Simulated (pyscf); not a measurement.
## Hydrogen abstraction: `[CH3][SiH]([Cl])[Cl]` + `[CH3]` [doublet] → `[CH2][SiH]([Cl])[Cl]` [doublet] + `[CH4]`

Gas phase, doublet surface, charge 0. Bonds broken: C1–H5. Bonds formed: H5–C9. Single points on ωB97X-D3(BJ)/def2-SVP structures (PySCF, gas phase).

Transition state (Å):

```xyz
12

C      0.9337     0.4960     0.3504
Si     0.6430     0.3742    -1.4621
Cl    -0.0597     2.1962    -2.1286
Cl    -0.8197    -1.0439    -1.7886
H     -0.2630     0.8161     0.8359
H      1.5859     1.3211     0.6699
H      1.1861    -0.4483     0.8531
H      1.8083     0.0129    -2.3022
C     -1.5098     1.1401     1.2635
H     -2.1108     0.2658     0.9864
H     -1.4164     1.3036     2.3437
H     -1.7478     2.0420     0.6869
```

One imaginary mode, 1786i cm⁻¹; descent along it reached the two sides named.

```
bond   change  reactant side (Å)  saddle  product side
-----  ------  -----------------  ------  ------------
C1–H5  breaks              1.101   1.331           3.2
H5–C9   forms                2.8   1.357         1.100
```

Electronic energies relative to the separated reactants (eV):

| level | barrier | reaction energy | reverse barrier |
|---|---|---|---|
| ωB97X-D3(BJ)/def2-TZVP | 0.53 | -0.14 | 0.67 |
| PBE/def2-TZVP | 0.34 | -0.16 | 0.50 |
| r²SCAN/def2-TZVP | 0.47 | -0.13 | 0.60 |
| B3LYP-D3(BJ)/def2-TZVP | 0.45 | -0.15 | 0.60 |
| PBE0-D3(BJ)/def2-TZVP | 0.43 | -0.13 | 0.56 |
| M06-2X/def2-TZVP | 0.56 | -0.15 | 0.71 |
| ωB97M-D3(BJ)/def2-TZVP | 0.58 | -0.13 | 0.71 |
| HF/def2-TZVP | 1.27 | -0.14 | 1.41 |

With ωB97M-D3(BJ)/def2-TZVP energies and thermal terms (ideal gas, 1 atm, RRHO with modes under 100 cm⁻¹ raised to 100, one conformer, R ln 2 for chiral ones without a mode under 150 cm⁻¹), in eV:

```csv
T (K),ΔH‡,ΔG‡,ΔH,ΔG
298,0.52,0.95,-0.10,-0.10
600,0.54,1.38,-0.11,-0.09
900,0.57,1.80,-0.12,-0.09
1200,0.61,2.20,-0.12,-0.07
```

The same reactants have a lower exit, to H₃C–Si•(Cl)–Cl + CH₄ (barrier +0.32 eV at ωB97M-D3(BJ)/def2-TZVP, against +0.58 eV here). •H₂C–SiH(Cl)–Cl lies 0.52 eV over its isomer H₃C–Si•(Cl)–Cl (electronic energy, ωB97M-D3(BJ)/def2-TZVP). One saddle was located; it need not be the lowest between these sides. The angle at the transferred H is 177°.
